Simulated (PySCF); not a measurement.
## SiP⁻: energy against distance

Set-up: PySCF, no relativity, basis sets Si aug-pcseg-1, P aug-pcseg-1. Energies in eV from Si⁻ + P in their ground configurations at the same level. State: ¹Σ⁺ (singlet), closed shell.

Curves on a restricted Hartree–Fock reference rise too fast on stretching and do not dissociate correctly.

```tsv
R (Å)	r²SCAN0	RHF-CCSD	r²SCAN
1.733	-3.320		-3.469
1.813	-4.170	-3.425	-4.347
1.894	-4.633	-3.947	-4.840
1.955	-4.790	-4.147	-5.021
2.015	-4.824	-4.220	-5.080
2.075	-4.762	-4.197	-5.044
2.156	-4.568	-4.052	-4.886
2.257	-4.202	-3.747	-4.567
2.378	-3.655	-3.272	-4.079
2.539	-2.848		-3.352
```

**Question.** Put a parabola through the three lowest points of the r²SCAN0 curve and estimate Re, k and ωe (reduced mass 14.7 u; 1 eV/Å² = 0.16022 mdyn/Å; ωe = 1302.8·√(k/μ) cm⁻¹).

**Answer.** Through R = 1.955, 2.015, 2.075 Å the second-order coefficient is 13.3 eV/Å², so Re ≈ 2.006 Å, k ≈ 4.27 mdyn/Å and ωe ≈ 702 cm⁻¹. A polynomial fit of higher order to the unrounded r²SCAN0 energies gives Re = 2.004 Å, k = 4.39 mdyn/Å, ωe = 712 cm⁻¹; anharmonicity and rounding make the difference.

The higher-order fit for each curve: r²SCAN0: Re = 2.004 Å, ωe = 712 cm⁻¹, De = 4.83 eV; RHF-CCSD: Re = 2.028 Å, ωe = 681 cm⁻¹, De = 4.22 eV; r²SCAN: Re = 2.020 Å, ωe = 685 cm⁻¹, De = 5.08 eV.

Correlated steps freeze 10 core orbitals. Correlated levels converge slowly with the basis: in double zeta they bind strong bonds too weakly, by up to about 1 eV, and carry superposition errors of some tenths. For an ion De counts to the pair picked by the measured ionisation energies or electron affinities, which need not be the lowest pair at this level. Where the molecule has an RHF reference, its open-shell atoms are computed with UHF. The CCSD T1 diagnostic is raised, a sign that a single reference may not be enough here.
